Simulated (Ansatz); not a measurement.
What does this script print? It uses Ansatz's Python interface.

The script, `run_methods.py`:
```python
"""One geometry of BCl2, method by method."""

import logging
import sys

import ansatz as az

logging.basicConfig(stream=sys.stdout, format="%(levelname)s %(message)s")
log = logging.getLogger("run")
log.setLevel(logging.INFO)

geometry_ang = [
    ("Cl", (0.4289, -1.6289, 0.0495)),
    ("B", (-0.549, -0.0294, -0.3007)),
    ("Cl", (0.1092, 1.5935, 0.238)),
]
molecule = az.Crystal.molecule()
for symbol, xyz in geometry_ang:
    molecule = molecule.atom(symbol, xyz)

base = molecule.calculation().basis(gaussian="cc-pVDZ").spin("collinear", total=1)

methods = ["mp2", "ccsd", "ccsd_t"]
reports = [base.correlation(m).run().report for m in methods]
log.info(f"Hartree-Fock reference {reports[0]['reference_energy_ev'] / 27.211386246:.6f} Ha")
best = reports[-1]["free_energy_ev"] - reports[-1]["reference_energy_ev"]
for method, each in zip(methods, reports):
    gained = each["free_energy_ev"] - each["reference_energy_ev"]
    log.info(f"{method:8s} total {each['free_energy_ev'] / 27.211386246:.6f} Ha  correlation {gained:9.4f} eV  ({100 * gained / best:.1f} % of the last)")
```

```console
$ python run_methods.py
INFO Hartree-Fock reference -943.700768 Ha
INFO mp2      total -944.028641 Ha  correlation   -8.9219 eV  (89.2 % of the last)
INFO ccsd     total -944.057895 Ha  correlation   -9.7179 eV  (97.2 % of the last)
INFO ccsd_t   total -944.068368 Ha  correlation  -10.0029 eV  (100.0 % of the last)
```

Notes:
- The settings weren't tested for convergence.
- The geometry is a force-field or estimated start, not a minimum of this method, and the basis set is short of its limit. A lower total doesn't mark the better method: functionals have no common bound, and MP2 and coupled cluster aren't variational.
- The run takes the species as open-shell (spin multiplicity 2), which needn't be its ground state.
- Inner cores stay frozen, so this is valence correlation.
- For Al to Cl the sets with a tight d function, cc-pV(X+d)Z, are usual.
- It ran for 7.5 s on 1 thread of Arm Neoverse V1, on a shared host, peak memory 0.21 GiB.
